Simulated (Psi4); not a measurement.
Reaction (SMILES): C[SiH3] (CH3-SiH3) → [CH2-][SiH3] + H+
B3LYP-D3(BJ)/def2-TZVP geometries, fixed; electronic energies without zero-point terms.
Largest species:
```
Si
H 1 1.4834
H 1 1.4834 2 108.30
H 1 1.4834 2 108.30 3 -117.24
C 1 1.8761 2 110.62 4 -121.38
H 5 1.0915 1 110.87 2 60.00
H 5 1.0915 6 108.04 1 -121.68
H 5 1.0915 6 108.04 7 -116.65
```
Charge 0, spin multiplicity 1.

Effect of the integral screening threshold at M06-2X/cc-pV(T+d)Z with Psi4, against the last row, where the deprotonation energy is 402.40 kcal/mol. The proton leaves the site shown, which need not be the most acidic.

```csv
setting,largest shift of a total energy (mEh),shift of the deprotonation energy (kcal/mol)
ints_tolerance: 1e-6,-0.002,0.001
ints_tolerance: 1e-8,0.000,0.000
ints_tolerance: 1e-10,0.000,0.000
ints_tolerance: 1e-14,0.000,0.000
```

Within 0.02 kcal/mol in the deprotonation energy: ints_tolerance: 1e-6; ints_tolerance: 1e-8; ints_tolerance: 1e-10. The largest shift is 0.002 mEh in a total energy and 0.001 kcal/mol in the difference.
